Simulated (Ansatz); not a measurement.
I need harmonic frequencies at the relaxed geometry of C3H3F3, SMILES FCC=C(F)F. Use Ansatz's Python interface. Level of theory (for the species named): r2SCAN, def2-SVP basis, multiplicity 1, D3BJ dispersion.

Input file `c3h3f3.xyz`:
```text
9

F    -0.22520   -2.14040   -0.44410
C     0.45540   -0.95250   -0.42340
C    -0.19600    0.01410    0.50820
C    -0.38860    1.28540    0.20930
F    -0.18700    1.75520   -1.03180
F    -1.03240    2.08590    1.13980
H     0.54820   -0.56290   -1.44060
H     1.50470   -1.19500   -0.09260
H    -0.39060   -0.33610    1.55810
```

The script, `freq_c3h3f3.py`:
```python
import itertools
import warnings

import ansatz
from ase import Atoms
from ase.data import atomic_numbers, covalent_radii
from ase.thermochemistry import IdealGasThermo
import numpy as np

BASIS = 'def2-SVP'
FUNCTIONAL = 'r2scan'
VDW = 'd3bj'

warnings.simplefilter('ignore', ansatz.DeckWarning)

system = ansatz.Crystal.molecule_from_extxyz('c3h3f3.xyz')

base = (
    system.calculation()
    .basis(gaussian=BASIS)
    .functional(FUNCTIONAL, dispersion=VDW)
)
symbols = [site.symbol for site in system.cartesian_sites]
start = np.array([site.position_ang for site in system.cartesian_sites], dtype=float)
data = base.relax(force_tolerance=0.003, max_steps=100).run(threads=1, backend='cpu').report
end = np.array(data['positions_ang'])

radius = [covalent_radii[atomic_numbers[s]] for s in symbols]
span = lambda where, i, j: np.linalg.norm(where[i] - where[j])
bonded = [(i, j) for i, j in itertools.combinations(range(len(symbols)), 2) if min(span(start, i, j), span(end, i, j)) < 1.2 * (radius[i] + radius[j])]
print('pair        before    after (A)')
for i, j in bonded:
    print(f'{symbols[i]}{i}-{symbols[j]}{j}'.ljust(10), f'{span(start, i, j):8.4f} {span(end, i, j):8.4f}')
for first, second in list(itertools.combinations(bonded, 2)):
    shared = set(first) & set(second)
    if shared and symbols[(j := shared.pop())] != 'H':
        i, k = sorted((set(first) | set(second)) - {j})
        u, v = end[i] - end[j], end[k] - end[j]
        angle = np.degrees(np.arccos(np.clip(u @ v / np.linalg.norm(u) / np.linalg.norm(v), -1, 1)))
        print(f'final angle {symbols[i]}{i}-{symbols[j]}{j}-{symbols[k]}{k}: {angle:.2f} deg')

minimum = ansatz.Crystal.molecule()
for symbol, place in zip(symbols, end):
    minimum = minimum.atom(symbol, place.tolist())
vibrating = (
    minimum.calculation()
    .basis(gaussian=BASIS)
    .functional(FUNCTIONAL, dispersion=VDW)
    .phonons(temperatures=(298.15, 498.15, 100))
)
vib = vibrating.run(threads=1, backend='cpu').report['vibrations']
sums = vib['harmonic_sums']
modes = [m['omega_inv_cm'] for m in sums['modes_at_gamma'] if m['rigid_motion'] == 'no']
print('frequencies (1/cm):', ' '.join(f'{w:.0f}' for w in modes))
print('imaginary modes:', sum(w < 0 for w in modes), ' zero-point energy:', round(sums['zero_point_energy_ev'], 4), 'eV')
gas = IdealGasThermo(vib_energies=[w / 8065.544 for w in modes if w > 0], geometry='linear' if len(modes) == 3 * len(symbols) - 5 else 'nonlinear',
                     atoms=Atoms(symbols, positions=end), symmetrynumber=1, spin=0.0)
print(f'H(298 K) - E = {gas.get_enthalpy(298.15, verbose=False):.4f} eV')
print(f'S(298 K, 1 bar) = {96485.33 * gas.get_entropy(298.15, 1e5, verbose=False):.1f} J/(mol K) with symmetry number 1')
```

```console
$ python freq_c3h3f3.py
pair        before    after (A)
F0-C1        1.3692   1.3884
C1-C2        1.4922   1.4881
C1-H6        1.0932   1.1025
C1-H7        1.1266   1.1044
C2-C3        1.3201   1.3329
C2-H8        1.1237   1.0926
C3-F4        1.3423   1.3176
C3-F5        1.3860   1.3138
final angle F0-C1-C2: 110.72 deg
final angle F0-C1-H6: 108.60 deg
final angle F0-C1-H7: 107.36 deg
final angle C2-C1-H6: 110.92 deg
final angle C2-C1-H7: 110.55 deg
final angle C1-C2-C3: 123.06 deg
final angle C1-C2-H8: 119.86 deg
final angle H6-C1-H7: 108.59 deg
final angle C3-C2-H8: 117.04 deg
final angle C2-C3-F4: 125.10 deg
final angle C2-C3-F5: 124.82 deg
final angle F4-C3-F5: 110.07 deg
frequencies (1/cm): 66 154 239 426 545 589 634 810 894 1016 1044 1146 1243 1288 1355 1422 1484 1803 3036 3105 3216
imaginary modes: 0  zero-point energy: 1.5818 eV
H(298 K) - E = 1.7660 eV
S(298 K, 1 bar) = 327.3 J/(mol K) with symmetry number 1
```

What to keep in mind:
- The frequencies are harmonic and unscaled, in a modest basis. The result belongs to the one conformer reached from this start, and soft torsions count as harmonic oscillators.
- The entropy takes a symmetry number of 1; a symmetric molecule's is lower by R ln(sigma).
- A dispersion term here runs with damping parameters fitted for another variant or functional.
- The script silences the warnings on its input, which a real study should read.
- Run time: 4.6 min on 1 thread of Arm Neoverse V1 (shared host), peak memory 0.27 GiB.

(Lines on the test bed's own set-up are left out of the output.)
